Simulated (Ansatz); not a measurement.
# HPSi: the cost of one run

Computed with Ansatz 0.2.0, Gaussian basis. Level: def2-QZVPP, core rule «outside noble gas», up to 10 orbitals frozen.

To be run: UHF; ROHF; CCSD(T) on UHF.

2 further runs of the same task are left out: 2 set aside as unsound or not needed.

### 1 What is computed

The geometry is a PBE0/def2-TZVP stationary point (not a proven minimum) of the parent state, kept for this charge and spin.

3 atoms, charge 0, spin multiplicity 3.

Atoms are counted from 1 here; the program's logs count them from 0.

Bond lengths: Si1–P2 1.944 Å, Si1–H3 1.483 Å. Angles: P2–Si1–H3 180.0°.

### 2 UHF

Contents of in.yaml:

```yaml
crystal:
  periodic: [false, false, false]
  atoms:
    - {symbol: Si, position_ang: [0.000000, 0.000000, 0.153800]}
    - {symbol: P, position_ang: [0.000000, 0.000000, -1.790600]}
    - {symbol: H, position_ang: [0.000000, 0.000000, 1.636800]}
basis:
  gaussian: {orbitals: "def2-QZVPP.json"}
magnetization: {spin_polarized: true, initial_magnetization: 2}
hamiltonian: {xc: hf}
output: {orbitals: {seedname: orbitals}}
```

On the command line:

```
$ ansatz run in.yaml --threads 1 --pin off --events-out ev --progress --plain --max-ram 2393MiB
```

Q: Estimate wall time and peak memory on 1 thread of Arm Neoverse V2, shared host.

About 22 s, with a peak of 0.4 GiB.
